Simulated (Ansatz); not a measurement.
in.yaml

```yaml
crystal:
  periodic: [false, false, false]
  atoms:
    - {symbol: Ge, position_ang: [-0.565796, 0.000000, 0.000000]}
    - {symbol: H, position_ang: [-1.077246, 1.446599, 0.000000]}
    - {symbol: H, position_ang: [-1.077246, -0.723300, 1.252792]}
    - {symbol: H, position_ang: [-1.077246, -0.723299, -1.252792]}
    - {symbol: H, position_ang: [1.384204, 0.000000, 0.000000]}
    - {symbol: O, position_ang: [2.685204, 0.000000, 0.000000]}
basis:
  gaussian: {orbitals: cc-pVDZ}
magnetization: {spin_polarized: true, initial_magnetization: 2}
hamiltonian: {xc: {name: wB97M-V}}
output: {forces: true, orbitals: {seedname: orbitals}}
```

```sh
$ ansatz run in.yaml --threads 1 --pin off --events-out ev --progress --plain --max-ram 2393MiB
```

Output:

```
  # Of w^i u^j: cxij and so on, Table III.
  gx(w, u) = 1 - cx + cx01*u + cx10*w
  gss(w, u) = css00 + css04*u^4 + css10*w + css20*w^2 + css43*w^4*u^3
  gos(w, u) = cos00 + cos10*w + (cos20 + cos21*u)*w^2 + (cos60 + cos61*u)*w^6
      + integral(e_c_pw_mod_opposite_spin*gos(b97_w_opposite, b97_u_opposite)) + vv10(b, c)
628 factors; integrals over basis functions are off by at most 9.7e-4 eV
187 factors; integrals over basis functions are off by at most 4.4e-5 eV
mean field evaluation 1: about -58619.1682 eV, gradient 1.5e1 eV
mean field evaluation 2: about -58619.4523 eV, gradient 1.5e1 eV
mean field evaluation 4: about -58620.3820 eV, gradient 5.1e-1 eV
mean field evaluation 8: about -58620.4075 eV, gradient 8.3e-2 eV
mean field evaluation 16: about -58620.4076 eV, gradient 1.2e-4 eV
mean field evaluation 32: about -58620.4076 eV, gradient 3.3e-2 eV
mean field -58620.40764137 eV, -2154.2602464810 hartree, gradient 8.4e-11 eV, S^2 2.018231; 3 other end points of the search recorded, 0 dependent functions left out
the calculation of the forces begins
reference -58620.40767642 eV, -2154.2602477689 hartree; 23, 21 occupied and 38, 40 virtual orbitals, 628 factors
WARN: the results are in doubt because the forces break the atoms' symmetry
Total energy: -58620.40767642 eV, -2154.2602477689 hartree
Atom 0 at    -0.565796     0.000000     0.000000 Å, force     0.275908    -0.022886     0.012450 eV/Å
Atom 1 at    -1.077246     1.446599     0.000000 Å, force     0.152552     0.062964    -0.004736 eV/Å
Atom 2 at    -1.077246    -0.723300     1.252792 Å, force     0.151029    -0.022996     0.050224 eV/Å
Atom 3 at    -1.077246    -0.723299    -1.252792 Å, force     0.151746    -0.020804    -0.055899 eV/Å
Atom 4 at     1.384204     0.000000     0.000000 Å, force     1.892870     0.000474    -0.000308 eV/Å
Atom 5 at     2.685204     0.000000     0.000000 Å, force    -2.624104     0.003248    -0.001730 eV/Å
Dipole moment:    -0.445404     0.000167    -0.000094 e Å
In doubt: the forces break the atoms' symmetry
```

Ran on 1 thread of Intel Xeon Platinum 8375C, shared host: 2.6 min wall, 0.31 GiB peak host memory.
